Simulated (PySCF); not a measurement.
# HBS (hydrogen boron sulfide) at CCSD(T)/STO-6G

What is the vertical ionisation energy of HBS (hydrogen boron sulfide) at CCSD(T)/STO-6G? Input form: a Python script.

The calculation is run with PySCF 2.14.0.

9 further runs of the same task are left out: 9 set aside as unsound or not needed.

## (1) The system as given

The species is HBS (3 atoms), meant as a singlet with charge 0. As SMILES, `B=S`. The coordinates come from a PBE0-D4/def2-TZVP relaxation.

Bond lengths: B1–S2 1.598 Å, B1–H3 1.175 Å. Angles: S2–B1–H3 180.0°.

## (2) The energy at CCSD(T)/STO-6G

Input file job.py:

```python
# hydrogen boron sulfide
from pyscf import gto, scf, cc

mol = gto.M(
    atom='''
B       -0.038660      -0.014560       0.134750
S        0.399170       0.147640      -1.393290
H       -0.360510      -0.133080       1.258530
''',
    charge=0,
    verbose=4,
    max_memory=1860,
    basis='sto-6g',
)

mf = scf.RHF(mol)
mf.conv_tol = 1e-10
mf.kernel()
if not mf.converged:
    mf = mf.newton().run(mf.mo_coeff, mf.mo_occ)

mycc = cc.CCSD(mf, frozen=6)
mycc.kernel()
e_t = mycc.ccsd_t()
etot = mycc.e_tot + e_t
print('E = %.10f Eh' % etot)
```

Launch:

```sh
$ OMP_NUM_THREADS=1 python job.py
```

The program printed:

```text
PySCF version 2.14.0

[INPUT] num. atoms = 3
[INPUT] num. electrons = 22
[INPUT] charge = 0
[INPUT] spin (= nelec alpha-beta = 2S) = 0
[INPUT] symmetry False subgroup None
[INPUT] Mole.unit = angstrom
[INPUT] Symbol           X                Y                Z      unit          X                Y                Z       unit  Magmom
[INPUT]  1 B     -0.038660000000  -0.014560000000   0.134750000000 AA   -0.073056811976  -0.027514412374   0.254640595285 Bohr   0.0
[INPUT]  2 S      0.399170000000   0.147640000000  -1.393290000000 AA    0.754321977143   0.278999165031  -2.632936512095 Bohr   0.0
[INPUT]  3 H     -0.360510000000  -0.133080000000   1.258530000000 AA   -0.681265165167  -0.251484752657   2.378277019549 Bohr   0.0

nuclear repulsion = 31.8010848419822
number of shells = 9
number of NR pGTOs = 90
number of NR cGTOs = 15
basis = sto-6g
ecp = {}

******** <class 'pyscf.scf.hf.RHF'> ********
method = RHF
initial guess = minao
damping factor = 0
level_shift factor = 0
DIIS = <class 'pyscf.scf.diis.CDIIS'>
diis_start_cycle = 1
diis_space = 8
diis_damp = 0
SCF conv_tol = 1e-10
SCF conv_tol_grad = None
SCF max_cycles = 50
direct_scf = True
direct_scf_tol = 1e-13
Set gradient conv threshold to 1e-05
Initial guess from minao.
init E= -421.256610197693
  HOMO = -0.300762745302247  LUMO = 0.180992392699684  gap/eV = 13.10923
cycle= 1 E= -421.264037721579  delta_E= -0.00743  |g|= 0.468  |ddm|= 2.15
  HOMO = -0.248483214990419  LUMO = 0.226981229708403  gap/eV = 12.93805
cycle= 2 E= -421.291710225956  delta_E= -0.0277  |g|= 0.463  |ddm|= 1.33
  HOMO = -0.283947661210696  LUMO = 0.279277155976944  gap/eV = 15.32613
cycle= 3 E= -421.363670000536  delta_E= -0.072  |g|= 0.0272  |ddm|= 0.626
  HOMO = -0.294740790105611  LUMO = 0.284263353100639  gap/eV = 15.75551
cycle= 4 E= -421.364136127441  delta_E= -0.000466  |g|= 0.00362  |ddm|= 0.0768
  HOMO = -0.292214416662372  LUMO = 0.282230815616156  gap/eV = 15.63145
cycle= 5 E= -421.364147973522  delta_E= -1.18e-05  |g|= 0.00164  |ddm|= 0.0129
  HOMO = -0.292581591232511  LUMO = 0.282744603050574  gap/eV = 15.65542
cycle= 6 E= -421.364149237433  delta_E= -1.26e-06  |g|= 0.000502  |ddm|= 0.00397
  HOMO = -0.292770845833774  LUMO = 0.282870451925921  gap/eV = 15.66400
cycle= 7 E= -421.364149347543  delta_E= -1.1e-07  |g|= 1.37e-05  |ddm|= 0.00146
  HOMO = -0.292767023807985  LUMO = 0.282865610487869  gap/eV = 15.66376
cycle= 8 E= -421.364149347633  delta_E= -9.04e-11  |g|= 5.39e-07  |ddm|= 4.29e-05
  HOMO = -0.29276670743825  LUMO = 0.282865583918138  gap/eV = 15.66375
Extra cycle  E= -421.364149347634  delta_E= -5.12e-13  |g|= 1.45e-07  |ddm|= 1.22e-06
converged SCF energy = -421.364149347634

******** <class 'pyscf.cc.ccsd.CCSD'> ********
CC2 = 0
CCSD nocc = 5, nmo = 9
frozen orbitals 6
max_cycle = 50
direct = 0
conv_tol = 1e-07
conv_tol_normt = 1e-05
diis_space = 6
diis_start_cycle = 0
diis_start_energy_diff = 1e+09
Init t2, MP2 energy = -421.469113361816  E_corr(MP2) -0.104964014182383
Init E_corr(CCSD) = -0.104964014182396
cycle = 1  E_corr(CCSD) = -0.101042202263784  dE = 0.00392181192  norm(t1,t2) = 0.0908175
cycle = 2  E_corr(CCSD) = -0.111546204948521  dE = -0.0105040027  norm(t1,t2) = 0.0314596
cycle = 3  E_corr(CCSD) = -0.11108415064438  dE = 0.000462054304  norm(t1,t2) = 0.0155093
cycle = 4  E_corr(CCSD) = -0.113532853643161  dE = -0.002448703  norm(t1,t2) = 0.00772333
cycle = 5  E_corr(CCSD) = -0.113589302783099  dE = -5.64491399e-05  norm(t1,t2) = 0.00115574
cycle = 6  E_corr(CCSD) = -0.113580239013934  dE = 9.06376916e-06  norm(t1,t2) = 0.00014409
cycle = 7  E_corr(CCSD) = -0.113575922841658  dE = 4.31617228e-06  norm(t1,t2) = 4.54629e-05
cycle = 8  E_corr(CCSD) = -0.113576500659281  dE = -5.77817623e-07  norm(t1,t2) = 1.2768e-05
cycle = 9  E_corr(CCSD) = -0.113576664897831  dE = -1.64238551e-07  norm(t1,t2) = 2.83643e-06
cycle = 10  E_corr(CCSD) = -0.113576716662955  dE = -5.17651234e-08  norm(t1,t2) = 5.5957e-07
CCSD converged
E(CCSD) = -421.477726064297  E_corr = -0.1135767166629547
CCSD(T) correction = -0.00641733907885357
E = -421.4841434034 Eh
```

It took 0.89 s on 1 thread of Arm Neoverse V1, shared host; peak memory 0.1 GiB.

## (3) The doublet cation

Input file start.xyz:

```xyz
3

B     -0.038660    -0.014560     0.134750
S      0.399170     0.147640    -1.393290
H     -0.360510    -0.133080     1.258530
```

Input file job.py:

```python
from pyscf import gto, cc

mol = gto.M(
    atom='start.xyz',
    spin=1,
    basis='sto-6g',
    verbose=4,
    max_memory=1860,
    charge=1,
)

calc0 = mol.UHF()
calc0.conv_tol = 1e-10
calc0.kernel()
if not calc0.converged:
    calc0 = calc0.newton().run(calc0.mo_coeff, calc0.mo_occ)

mycc = cc.CCSD(calc0, frozen=6)
mycc.kernel()
e_t = mycc.ccsd_t()
energy = mycc.e_tot + e_t
print(f'total energy: {energy:.8f} hartree')
```

Launch:

```sh
$ OMP_NUM_THREADS=1 python job.py
```

The program printed:

```text
PySCF version 2.14.0

[INPUT] num. atoms = 3
[INPUT] num. electrons = 21
[INPUT] charge = 1
[INPUT] spin (= nelec alpha-beta = 2S) = 1
[INPUT] symmetry False subgroup None
[INPUT] Mole.unit = angstrom
[INPUT] Symbol           X                Y                Z      unit          X                Y                Z       unit  Magmom
[INPUT]  1 B     -0.038660000000  -0.014560000000   0.134750000000 AA   -0.073056811976  -0.027514412374   0.254640595285 Bohr   0.0
[INPUT]  2 S      0.399170000000   0.147640000000  -1.393290000000 AA    0.754321977143   0.278999165031  -2.632936512095 Bohr   0.0
[INPUT]  3 H     -0.360510000000  -0.133080000000   1.258530000000 AA   -0.681265165167  -0.251484752657   2.378277019549 Bohr   0.0

nuclear repulsion = 31.8010848419822
number of shells = 9
number of NR pGTOs = 90
number of NR cGTOs = 15
basis = sto-6g
ecp = {}

******** <class 'pyscf.scf.uhf.UHF'> ********
method = UHF
initial guess = minao
damping factor = 0
level_shift factor = 0
DIIS = <class 'pyscf.scf.diis.CDIIS'>
diis_start_cycle = 1
diis_space = 8
diis_damp = 0
SCF conv_tol = 1e-10
SCF conv_tol_grad = None
SCF max_cycles = 50
direct_scf = True
direct_scf_tol = 1e-13
number electrons alpha = 11  beta = 10
Set gradient conv threshold to 1e-05
init E= -421.256610197693
[... the frontier-level lines of each cycle are left out ...]


cycle= 1 E= -421.045294299768  delta_E= 0.211  |g|= 0.229  |ddm|= 1.64
cycle= 2 E= -421.082744070308  delta_E= -0.0374  |g|= 0.0862  |ddm|= 0.504
cycle= 3 E= -421.08885334335  delta_E= -0.00611  |g|= 0.019  |ddm|= 0.164
cycle= 4 E= -421.089337794568  delta_E= -0.000484  |g|= 0.00578  |ddm|= 0.0444
cycle= 5 E= -421.089485408001  delta_E= -0.000148  |g|= 0.00366  |ddm|= 0.0267
cycle= 6 E= -421.08958576892  delta_E= -0.0001  |g|= 0.00204  |ddm|= 0.0324
cycle= 7 E= -421.089621809856  delta_E= -3.6e-05  |g|= 0.000774  |ddm|= 0.0231
cycle= 8 E= -421.089626926459  delta_E= -5.12e-06  |g|= 0.00016  |ddm|= 0.0111
cycle= 9 E= -421.089626992719  delta_E= -6.63e-08  |g|= 4.08e-05  |ddm|= 0.00102
cycle= 10 E= -421.089626996903  delta_E= -4.18e-09  |g|= 6.8e-06  |ddm|= 0.000226
cycle= 11 E= -421.089626997056  delta_E= -1.53e-10  |g|= 2.37e-06  |ddm|= 4.57e-05
cycle= 12 E= -421.089626997072  delta_E= -1.55e-11  |g|= 8.58e-07  |ddm|= 1.44e-05
Extra cycle  E= -421.089626997073  delta_E= -1.42e-12  |g|= 5.22e-07  |ddm|= 1.73e-06
converged SCF energy = -421.089626997073  <S^2> = 0.76249148  2S+1 = 2.0124527

******** <class 'pyscf.cc.uccsd.UCCSD'> ********
CC2 = 0
CCSD nocc = (np.int64(5), np.int64(4)), nmo = (9, 9)
frozen orbitals 6
max_cycle = 50
direct = 0
conv_tol = 1e-07
conv_tol_normt = 1e-06
diis_space = 6
diis_start_cycle = 0
diis_start_energy_diff = 1e+09
Init t2, MP2 energy = -0.0628812417067194
Init E_corr(UCCSD) = -0.0628812417070259
cycle = 1  E_corr(UCCSD) = -0.0706737661172186  dE = -0.00779252441  norm(t1,t2) = 0.0831683
cycle = 2  E_corr(UCCSD) = -0.0759537629412759  dE = -0.00527999682  norm(t1,t2) = 0.0292819
cycle = 3  E_corr(UCCSD) = -0.0787339803712146  dE = -0.00278021743  norm(t1,t2) = 0.0171821
cycle = 4  E_corr(UCCSD) = -0.0793444398320122  dE = -0.000610459461  norm(t1,t2) = 0.00538868
cycle = 5  E_corr(UCCSD) = -0.0793101855667335  dE = 3.42542653e-05  norm(t1,t2) = 0.00328761
cycle = 6  E_corr(UCCSD) = -0.0793865696594216  dE = -7.63840927e-05  norm(t1,t2) = 0.00148734
cycle = 7  E_corr(UCCSD) = -0.0793881795642275  dE = -1.60990481e-06  norm(t1,t2) = 0.000406449
cycle = 8  E_corr(UCCSD) = -0.0793966807202693  dE = -8.50115604e-06  norm(t1,t2) = 0.000168442
cycle = 9  E_corr(UCCSD) = -0.0793975096544515  dE = -8.28934182e-07  norm(t1,t2) = 8.08205e-05
cycle = 10  E_corr(UCCSD) = -0.0793972169974361  dE = 2.92657015e-07  norm(t1,t2) = 3.29619e-05
cycle = 11  E_corr(UCCSD) = -0.0793969718068574  dE = 2.45190579e-07  norm(t1,t2) = 8.19266e-06
cycle = 12  E_corr(UCCSD) = -0.0793967691622257  dE = 2.02644632e-07  norm(t1,t2) = 2.98178e-06
cycle = 13  E_corr(UCCSD) = -0.0793968373648023  dE = -6.82025766e-08  norm(t1,t2) = 1.28379e-06
cycle = 14  E_corr(UCCSD) = -0.079396872033534  dE = -3.46687317e-08  norm(t1,t2) = 5.55519e-07
UCCSD converged
E(UCCSD) = -421.1690238691065  E_corr = -0.07939687203353396
UCCSD(T) correction = -0.00344074662904862
total energy: -421.17246462 hartree
```

It took 1 s on 1 thread of Arm Neoverse V1, shared host; peak memory 0.12 GiB.

## (4) Results

At CCSD(T)/STO-6G, 6 core orbitals frozen:

```
                                                                  quantity          value
                                                 singlet HBS: total energy  -421.48414 Eh
                         singlet HBS: dipole moment (Hartree–Fock density)         0.96 D
                          singlet HBS: HOMO energy (Hartree–Fock orbitals)       -7.97 eV
                          singlet HBS: LUMO energy (Hartree–Fock orbitals)        7.70 eV
                        singlet HBS: HOMO–LUMO gap (Hartree–Fock orbitals)       15.66 eV
                  singlet HBS: correlation energy (6 core orbitals frozen)     -120.0 mEh
                                               singlet HBS: (T) correction      -6.42 mEh
                                                singlet HBS: T1 diagnostic          0.031
                                              doublet cation: total energy  -421.17246 Eh
doublet cation: HOMO energy (Hartree–Fock orbitals) (highest over α and β)      -17.84 eV
 doublet cation: LUMO energy (Hartree–Fock orbitals) (lowest over α and β)       -7.19 eV
               doublet cation: correlation energy (6 core orbitals frozen)      -82.8 mEh
                                            doublet cation: (T) correction      -3.44 mEh
                         doublet cation: ⟨S²⟩ of the reference determinant          0.762
                                             doublet cation: T1 diagnostic          0.028
                        vertical ionisation energy (to the doublet cation)       8.481 eV
```

What this shows: The vertical ionisation energy comes to 8.48 eV (818 kJ/mol). In a minimal basis such a difference can be off by several eV, whatever the method. The T1 diagnostic (singlet HBS) of 0.031 is above the customary mark for such species, so a single reference may not serve. The triples (singlet HBS) make up 5.3 % of the correlation energy. The triples (doublet cation) make up 4.2 % of the correlation energy.
